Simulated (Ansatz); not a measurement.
Basis-set extrapolation for C₅H₁₀O, SMILES `OC1CCCC1` (PBE0-D4/def2-TZVP geometry, frozen core, Ansatz 0.2.0). Multiplicity 1, RHF reference.

```
                      def2-TZVPP   def2-QZVPP
                 HF  -270.123287  -270.135675
    MP2 correlation    -1.099606    -1.172488
CCSD(T) correlation    -1.194472      not run
```

Energies in hartree. Use E(X) = E(∞) + A·exp(−7.88·√X) for Hartree–Fock and E(X) = E(∞) + B·X^(−2.97) for correlation, with X = 3 and 4, and add CCSD(T) minus MP2 of the smaller set to the MP2 limit.

**Question.** What is the CCSD(T) energy at the basis-set limit?

**Answer.** HF limit: -270.135675 + (-0.012388) × 0.13774 = -270.13738. MP2 limit: -1.172488 + (-0.072882) × 0.74074 = -1.22647. Higher-order term: -1.194472 − (-1.099606) = -0.09487. Total: -271.45872 hartree, 370.1 kJ/mol below CCSD(T)/def2-TZVPP.
